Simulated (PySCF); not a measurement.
ClF₄⁺, singlet: data card

Method: PySCF, PBE, basis Cl def2-SVP, F def2-SVP (no relativity, density fitting).

The structure is a minimum.

```xyz
5
charge 1 multiplicity 1, angstrom
Cl    0.0000    0.0000   -0.3551
F     0.0000    1.6645   -0.2874
F     0.0000   -1.6645   -0.2874
F     1.3059    0.0000    0.6133
F    -1.3059    0.0000    0.6133
```

```json
{
  "Point group": "C2v",
  "Bond lengths": "Cl–F 1.626 Å (×2), Cl–F 1.666 Å (×2)",
  "Bond angles": "F–Cl–F 88.6° (×4), F–Cl–F 106.9°, F–Cl–F 175.3°",
  "Rotational symmetry number": "2",
  "Heat capacity Cp at 298.15 K": "80.6 J/(mol K)",
  "Rotational constants": "0.1946, 0.1326, 0.09912 cm⁻¹",
  "Zero-point energy": "26.6 kJ/mol",
  "Highest occupied level": "-17.04 eV",
  "Dipole moment about the centre of mass": "1.22 D",
  "Lowest empty level": "-13.50 eV",
  "Entropy at 298.15 K and 1 bar": "305.4 J/(mol K)",
  "Enthalpy at 298.15 K above 0 K": "16.38 kJ/mol",
  "Principal quadrupole moments (Buckingham, traceless) about the centre of mass": "-2.28, 0.69, 1.59 D Å",
  "Principal polarisabilities": "14.5, 23.3, 32.1 bohr³"
}
```

Harmonic modes (masses in u: Cl 34.969, F 18.998):
| symmetry | ω (cm⁻¹) | IR (km/mol) |
| --- | --- | --- |
| a1 | 134 | 0.2 |
| b1 | 302 | 10.7 |
| a2 | 393 | 0.0 |
| a1 | 412 | 14.2 |
| b2 | 444 | 6.7 |
| a1 | 540 | 4.4 |
| a1 | 694 | 46.7 |
| b1 | 718 | 100 |
| b2 | 815 | 303 |

In C2v the vibrations span 4a1 + 2b1 + a2 + 2b2. The a2 mode carries no infrared intensity, as symmetry demands.

Charges (e):
```
atom  Mulliken  Löwdin  polar tensor  Mayer order to Cl1
 Cl1      1.34    1.44          2.13                   –
F2,3     -0.13   -0.15         -0.34                0.93
F4,5     -0.04   -0.07         -0.23                0.94
```

Mulliken populations on Cl1: s 5.87, p 9.34, d 0.44.

Outer orbital energies (eV). occupied: -19.90, -19.33, -19.30, -18.52, -17.93, -17.65, -17.44, -17.04; empty: -13.50, -13.29, -10.44, 2.28.

Counting electrons, chlorine keeps 2 of its valence electrons outside its bonds, so the VSEPR class is AX4E1 and the expected shape is see-saw (C2v), as computed.

This need not be the most stable arrangement of these atoms.

The final relaxation and frequency run took of the order of 2.1 core-minutes on a shared host.
